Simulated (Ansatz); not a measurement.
The input, for Ansatz 0.2.0:

```yaml
crystal:
  periodic: [false, false, false]
  atoms:
    - {symbol: N, position_ang: [0.000000, 0.000000, 0.207233]}
    - {symbol: Mg, position_ang: [0.000000, 0.000000, -1.674467]}
    - {symbol: H, position_ang: [0.000000, 0.000000, 1.467233]}
basis:
  gaussian: {orbitals: def2-SVP}
magnetization: {spin_polarized: false, initial_magnetization: 2}
correlation: {active_space: {window: {electrons: 6, orbitals: 4}, fixed_orbitals: true}}
scf: {lower_state_search: off}
output: {forces: true}
```

```sh
$ ansatz run in.yaml --threads 1 --pin off --events-out ev --progress --plain --max-ram 2393MiB
```

Output:

```
these checks for a lower state are left out or cut short: starts, cluster_reference, orbital_swaps, neighbouring_geometries, increment
341 factors; integrals over basis functions are off by at most 9.2e-4 eV
mean field evaluation 1: about -6921.5183 eV, gradient 2.0e1 eV
mean field evaluation 2: about -6921.5621 eV, gradient 2.0e1 eV
mean field evaluation 4: about -6923.2381 eV, gradient 2.7e0 eV
mean field evaluation 8: about -6923.3032 eV, gradient 2.2e-1 eV
mean field evaluation 16: about -6923.3038 eV, gradient 2.3e-6 eV
mean field -6923.30375588 eV, -254.4267202449 hartree, gradient 2.3e-6 eV, S^2 2.000000; 0 other end points of the search recorded, 0 dependent functions left out
reference -6923.30375588 eV, -254.4267202449 hartree; 11, 9 occupied and 26, 28 virtual orbitals, 341 factors
state -6923.30375588 eV, -254.4267202449 hartree
the calculation of the forces begins
Total energy: -6923.30375588 eV, -254.4267202449 hartree
Atom 0 at     0.000000     0.000000     0.207233 Å, force    -0.000000    -0.000000     6.422747 eV/Å
Atom 1 at     0.000000     0.000000    -1.674467 Å, force     0.000000     0.000000    -0.181370 eV/Å
Atom 2 at     0.000000     0.000000     1.467233 Å, force     0.000000    -0.000000    -6.241377 eV/Å
Dipole moment:    -0.000000    -0.000000    -0.214062 e Å
Checks for a lower state left out: starts, cluster_reference, orbital_swaps, neighbouring_geometries, increment
```

The active space holds one configuration alone, so it describes no static correlation.

Natural occupations: 2.0000 2.0000 1.0000 1.0000.

Forces (eV/Å):
```
N    0.000  0.000  6.423
Mg   0.000  0.000 -0.181
H    0.000  0.000 -6.241
```

Ran on 1 thread of Arm Neoverse V1, shared host: 0.24 s wall, 0.15 GiB peak host memory.
